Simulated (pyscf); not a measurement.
Four-centre exchange: HO–Sn:–OH [singlet] + hydrogen (H₂) → water (H₂O) + HO–SnH: [singlet]

Gas phase, singlet surface, charge 0. Bonds broken: O1–Sn2, H4–H7. Bonds formed: O1–H4, Sn2–H7. PySCF, gas phase, ωB97X-D3(BJ)/def2-SVP geometries.

Transition state (Å):

```xyz
7

O     -1.7402     0.3561    -0.1369
Sn     0.2999     0.9416     0.4514
O      1.1545    -0.3579    -0.7941
H     -1.3466    -0.3621     0.8702
H      0.7112    -1.1996    -0.9515
H     -1.7911    -0.1630    -0.9516
H     -0.7080    -0.5919     1.5983
```

One imaginary mode, 1329i cm⁻¹; descent along it reached the two sides named, in the forms told below.

| bond | change | reactant side (Å) | saddle | product side |
|---|---|---|---|---|
| O1–Sn2 | breaks | 2.003 | 2.202 | 2.409 |
| H4–H7 | breaks | 0.763 | 0.995 | 2.9 |
| O1–H4 | forms | 2.407 | 1.298 | 0.967 |
| Sn2–H7 | forms | 4.3 | 2.164 | 1.800 |

Electronic energies relative to the separated reactants (kJ/mol):

```
level                   barrier  reaction energy  reverse barrier
----------------------  -------  ---------------  ---------------
ωB97X-D3(BJ)/def2-TZVP    104.3            +78.2             26.2
PBE/def2-TZVP              87.4            +76.5             10.8
r²SCAN/def2-TZVP           93.1            +82.0             11.1
B3LYP-D3(BJ)/def2-TZVP    102.2            +78.0             24.1
PBE0-D3(BJ)/def2-TZVP      90.8            +68.3             22.5
M06-2X/def2-TZVP          110.2            +87.9             22.3
ωB97M-D3(BJ)/def2-TZVP    104.4            +71.1             33.3
HF/def2-TZVP              150.3            +52.8             97.6
```

With ωB97M-D3(BJ)/def2-TZVP energies and thermal terms (ideal gas, 1 atm, RRHO with modes under 100 cm⁻¹ raised to 100, one conformer, R ln 2 for chiral ones without a mode under 150 cm⁻¹), in kJ/mol:

| T (K) | ΔH‡ | ΔG‡ | ΔH | ΔG |
|---|---|---|---|---|
| 298 | 106.2 | 138.4 | +80.6 | +71.6 |
| 600 | 102.5 | 172.7 | +75.8 | +64.4 |
| 900 | 101.8 | 208.1 | +72.0 | +59.5 |
| 1200 | 102.6 | 243.4 | +69.3 | +55.8 |

On the product side the descent ends in an adduct with a O–Sn contact, 61.0 kJ/mol under the separated species and 87.2 kJ/mol under the saddle at ωB97X-D3(BJ)/def2-TZVP. What is counted as broken (O–Sn) persists as a longer contact in the product adduct; parting that adduct is a step of its own. At the saddle there is also a short H–Sn contact that neither side keeps. One saddle was located; it need not be the lowest between these sides. Elements past Kr carry the def2 core potentials, without spin-orbit coupling.
